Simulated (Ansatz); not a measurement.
AlFHO (`[O][AlH][F]`) radical, charge 0, multiplicity 2.

Problem. Give a relaxed structure at PBE0-D4/def2-TZVP (Ansatz 0.2.0). (Estimate.)

Solution. Computed: 
Cartesian coordinates in Å:
```
O 0.1770 -0.5218 -1.5855
Al -0.0180 0.0346 0.0422
F 0.6697 -0.8582 1.2349
H -0.8287 1.3454 0.3083
```
Point group Cs.
